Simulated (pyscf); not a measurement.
PySCF, gas phase, ωB97X-D3(BJ)/def2-SVP geometries.

### Question
For the elementary gas-phase step `[F][Si][F]` [singlet] + `[OH2]` -> `[FH]` + `[OH][Si][F]` [singlet] (singlet surface; F–Si, H–O broken, F–H, O–Si formed), what barrier and reaction energy does B3LYP-D3(BJ)/def2-TZVP give, measured from the separated reactants?

### Answer
ΔE‡ = 10.6 kcal/mol, ΔE = +8.0 kcal/mol. CCSD(T)/def2-TZVPP + ΔMP2(QZVPP) gives 13.5 kcal/mol and +7.8 kcal/mol. Zero-point energy shifts the barrier by +0.5 kcal/mol. It is a four-centre exchange, with an imaginary mode of 512i cm⁻¹. On the reactant side the descent ends in an adduct with a O–Si contact, 12.2 kcal/mol under the separated species and 22.1 kcal/mol under the saddle at ωB97X-D3(BJ)/def2-TZVP. What is counted as formed (O–Si) is already present as a longer contact in the reactant adduct; forming that adduct is a step of its own. At ωB97X-D3(BJ) the barrier from the zero used here is 9.9 kcal/mol. This is the saddle that the search found; another between the same sides may lie lower. The CCSD(T) − MP2 part came from Ansatz, without density fitting, on the same reference.
